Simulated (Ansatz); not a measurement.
The same path of AlH3 + H3P (8 atoms, charge 0, multiplicity 1) was run twice with different band settings. Lost on the way: Al1–H2, P5–H8. Made: Al1–P5, H2–H8.

Level of theory: RKS r2SCAN/def2-SVPD in Ansatz.

Relaxed end points:

```xyz
8
Properties=species:S:1:pos:R:3
Al 0.015 0.052 0.141
H -0.056 0.754 1.571
H 1.421 -0.105 -0.581
H -1.334 -0.234 -0.650
P 0.162 -2.967 1.193
H -0.617 -2.793 0.009
H 1.396 -2.667 0.541
H -0.039 -1.618 1.663
```

```xyz
8
Properties=species:S:1:pos:R:3
Al 0.075 -0.709 -0.016
H 0.143 0.490 1.819
H 1.369 0.195 -0.225
H -1.354 -0.217 -0.509
P 0.301 -2.873 0.862
H -0.553 -3.462 -0.121
H 1.504 -3.152 0.143
H -0.537 0.151 1.932
```

Common settings: movable images 7; climbing image yes; spring 5.0 eV/Å²; optimiser quadratic models (default); start path through a guess of the saddle point; iteration limit 60; end points relaxed.

| run | force threshold |
| --- | --- |
| 1 | 0.03 eV/Å |
| 2 | 0.5 eV/Å |

**Question.** What does each run give, and how far can it be trusted?

**Answer.** Run 1: converged after 9 iterations, highest image 0.648 eV above the first end. A vibrational analysis at the climbing image gives one clearly imaginary mode, 1016i cm⁻¹: a first-order saddle point.
Run 2: converged after 5 iterations, highest image 0.655 eV above the first end. The threshold of 0.5 eV/Å is loose, so the images may lie well off the minimum-energy path. The order of the point at the top wasn't checked.
The orbitals stay closed-shell, which can raise the energy where a bond breaks towards radicals; this wasn't checked here.
